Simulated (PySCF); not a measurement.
**A search over the determinants of MgS**

Unrestricted PBE0; PySCF, no relativity, basis sets Mg def2-TZVP, S def2-TZVP. Outer shells of the fragments: Mg 3s2; S 3s2 3p4.

Followed along the bond (rough minima from three points):

```
2Ms+1  unpaired  ⟨S²⟩ at the start  R at minimum (Å)  Te (eV)
    1      none               0.00              2.14     0.00
    3  σ ↑, π ↑               2.01              2.35     0.16
    1  σ ↓, π ↑               1.01              2.34     0.21
    3      σ ↑↑               2.01              2.30     1.43
```

Solutions found at the starting distance of 2.340 Å, counted from the lowest of them; the search is not exhaustive and high or unbound solutions are not listed, so other states can lie among these:

```
2Ms+1  unpaired   term  E (eV)  ⟨S²⟩  ⟨Lz²⟩  μ (D)
    3  σ ↑, π ↑     ³Π    0.00  2.01   1.01  -2.85
    1  σ ↓, π ↑  mixed    0.05  1.01   1.01  -2.89
    1      none    ¹Σ⁺    0.07  0.00   0.00  -7.95
    3      σ ↑↑    ³Σ⁺    1.27  2.01   0.00  -3.61
    3      π ↑↑  mixed    2.80  2.01   2.01  -3.24
    1      π ↑↓  mixed    2.93  1.03   2.01  -2.95
    3      π ↑↑  mixed    2.94  2.01   2.01  -3.08
    3      π ↑↑    ³Σ⁻    3.03  2.01   0.00   4.43
    1      π ↑↓  mixed    3.43  1.01   2.03   4.41
    1      none  mixed    4.88  0.00   2.01   4.40
```

A term symbol is given only where ⟨S²⟩ and ⟨Lz²⟩ are close to those of a pure state; real π, δ and φ orbitals otherwise mix terms. A positive dipole means Mg(−)S(+).

Q: Compare the gap between the two lowest followed solutions at the starting distance with the gap between their minima.

A: At PBE0 the second solution (triplet, unpaired electrons σ ↑, π ↑) lies -0.07 eV from the first (singlet, closed shell) at 2.340 Å and +0.16 eV at the minima; the two curves relax by different amounts, since their minima lie near 2.35 and 2.14 Å.

Counting both spins, an empty level lies below a filled one in some of these solutions, because spin and occupation are held.
